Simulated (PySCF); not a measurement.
Compound: methylcyclopentane, C₆H₁₂.
SMILES with atom numbers: `[CH3:1][CH:2]1[CH2:3][CH2:4][CH2:5][CH2:6]1`

Geometry (PBE0-D3(BJ)/def2-SVP, Å), atoms numbered from 1 in this order:
```
atom  x, y, z in Å
C1     2.071   -0.617   -0.147
C2     0.556   -0.538   -0.177
C3    -0.101   -0.251    1.176
C4    -1.536    0.176    0.836
C5    -1.488    0.678   -0.628
C6    -0.017    0.580   -1.049
H7     2.485   -0.813   -1.149
H8     2.421   -1.420    0.521
H9     2.505    0.330    0.214
H10    0.156   -1.500   -0.552
H11    0.443    0.579    1.661
H12   -0.055   -1.108    1.866
H13   -1.907    0.945    1.529
H14   -2.226   -0.678    0.927
H15   -2.110    0.036   -1.272
H16   -1.883    1.700   -0.738
H17    0.515    1.519   -0.812
H18    0.115    0.399   -2.127
```

Probes without a nucleus sit at each ring's centroid and 1 Å off its mean plane on both sides; NICS is minus the shielding there, NICSzz its component along the normal. Level: GIAO PBE0/pcSseg-1 (PySCF, non-relativistic, gas phase) on the PBE0-D3(BJ)/def2-SVP geometry, one conformer.

Ring bond lengths (Å), with Mayer bond orders in brackets: C2–C3 1.531 (0.99), C3–C4 1.535 (1.04), C4–C5 1.549 (1.02), C5–C6 1.533 (1.04), C6–C2 1.530 (0.99).

Question: Give the NICS values of each ring in ppm.

Answer: 
| ring | type | NICS(0) | NICS(1), two faces | NICS(1)zz, two faces | rms pucker (Å) | centre to ring atoms, mean (Å) |
| --- | --- | --- | --- | --- | --- | --- |
| C2–C3–C4–C5–C6 | 5-membered carbocycle; formal bonds all single | -5.3 | -3.9 / -4.1 | -3.6 / -3.3 | 0.18 | 1.28 |

Question: What do they say, and how far can they be read as aromaticity?

Answer: 
- C2–C3–C4–C5–C6: mean NICS(1)zz -3.5 ppm, shielded. C2, C3, C4, C5, C6 have four or more neighbours; no verdict on aromaticity is drawn.

Question: What field does 14.1 T along the ring normal induce along that normal at the first NICS(1) probe listed for ring C2–C3–C4–C5–C6, 1 Å off the ring?

Answer: NICSzz × B0 = -3.6 ppm × 14.1 T = -51 μT, against the applied field.

Question: How do the values depend on the level or the medium?

Answer: 
```tsv
level	NICS(0), C2–C3–C4–C5–C6	mean NICS(1)zz, C2–C3–C4–C5–C6
PBE0/pcSseg-1, gas	-5.3	-3.5
wB97X-D/pcSseg-1, gas	-5.2	-3.4
BLYP/pcSseg-1, gas	-4.6	-3.1
BP86/pcSseg-1, gas	-5.0	-3.3
HF/pcSseg-1, gas	-5.6	-3.6
LDA/pcSseg-1, gas	-5.1	-3.5
OPBE/pcSseg-1, gas	-5.2	-3.4
PBE/pcSseg-1, gas	-4.9	-3.3
```

The geometry is the same throughout.

On Arm Neoverse V1, one thread, shared host with 32 logical CPUs at a one-minute load of 15, this took 19 s and 0.76 GiB of memory at its peak. This is the whole shielding run at PBE0/pcSseg-1, SCF included.
